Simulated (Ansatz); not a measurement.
Input file:

```yaml
crystal:
  periodic: [false, false, false]
  atoms:
    - {symbol: F, position_ang: [0.000000, 0.000000, 0.000000]}
    - {symbol: Ga, position_ang: [0.000000, 0.000000, 1.763700]}
basis:
  gaussian: {orbitals: cc-pVDZ}
total_charge: 1
magnetization: {spin_polarized: true, initial_magnetization: 1}
correlation: {method: ccsd_t, electrons: outside_noble_gas}
```

```sh
$ ansatz run in.yaml --threads 1 --pin off --events-out ev --progress --plain --max-ram 2393MiB
```

Roughly how long does this take on 1 thread of Intel Xeon, shared host, and how much host memory?

34 s wall and 0.11 GiB.

```
458 factors; integrals over basis functions are off by at most 9.0e-4 eV
mean field evaluation 1: about -55021.4092 eV, gradient 5.2e1 eV
mean field evaluation 2: about -55021.4633 eV, gradient 5.2e1 eV
mean field evaluation 4: about -55031.2842 eV, gradient 3.9e0 eV
mean field evaluation 8: about -55031.5060 eV, gradient 1.3e-1 eV
mean field evaluation 16: about -55020.8424 eV, gradient 5.6e1 eV
mean field evaluation 32: about -55029.1172 eV, gradient 1.5e-6 eV
mean field evaluation 64: about -55020.4646 eV, gradient 2.3e1 eV
mean field evaluation 96: about -55029.1172 eV, gradient 5.8e-3 eV
mean field evaluation 128: about -55022.1451 eV, gradient 2.0e1 eV
mean field evaluation 160: about -55029.1172 eV, gradient 9.1e-3 eV
mean field evaluation 192: about -55025.7280 eV, gradient 1.8e-3 eV
mean field evaluation 224: about -55023.9689 eV, gradient 1.1e-3 eV
mean field evaluation 256: about -55023.8835 eV, gradient 6.6e-3 eV
mean field evaluation 288: about -55023.3524 eV, gradient 3.3e0 eV
mean field evaluation 320: about -55022.8550 eV, gradient 5.0e-1 eV
mean field evaluation 352: about -55022.5321 eV, gradient 3.6e-4 eV
mean field evaluation 384: about -55021.4575 eV, gradient 1.8e0 eV
mean field evaluation 416: about -55020.1723 eV, gradient 5.3e0 eV
mean field evaluation 448: about -55029.1172 eV, gradient 2.3e-3 eV
mean field -55031.50687849 eV, -2022.3705760892 hartree, gradient 3.9e-6 eV, S^2 0.763277; 4 other end points of the search recorded, 0 dependent functions left out
determinant -55031.50687849 eV, -2022.3705760892 hartree, with singles and doubles -55037.55934058 eV, -2022.5929999687 hartree
determinant -55029.11724686 eV, -2022.2827587469 hartree, with singles and doubles -55034.41665296 eV, -2022.4775083290 hartree
15 core orbitals not correlated, not the lowest: weight in the atoms' cores, before any rotation towards them, 0.916 or more for the frozen orbitals, at most 0.081 for the correlated occupied ones
reference -55031.50687849 eV, -2022.3705760892 hartree; 5, 4 occupied and 21, 22 virtual orbitals, 458 factors
second order -5.99667970 eV of doubles, -0.00000000 eV of singles
cycle   1  -6.05317495 eV  change   -7.1e-4 eV  update   9.2e-4
cycle   2  -6.05323788 eV  change   -6.3e-5 eV  update   5.9e-4
cycle   3  -6.05313623 eV  change    1.0e-4 eV  update   3.4e-4
cycle   4  -6.05346668 eV  change   -3.3e-4 eV  update   1.1e-4
cycle   5  -6.05345708 eV  change    9.6e-6 eV  update   3.9e-5
cycle   6  -6.05344637 eV  change    1.1e-5 eV  update   1.8e-5
cycle   7  -6.05343195 eV  change    1.4e-5 eV  update   7.4e-6
cycle   8  -6.05342909 eV  change    2.9e-6 eV  update   2.1e-6
perturbative correction -0.14703685 eV, -0.0054035045 hartree
Total energy: -55037.70734442 eV, -2022.5984390096 hartree
```
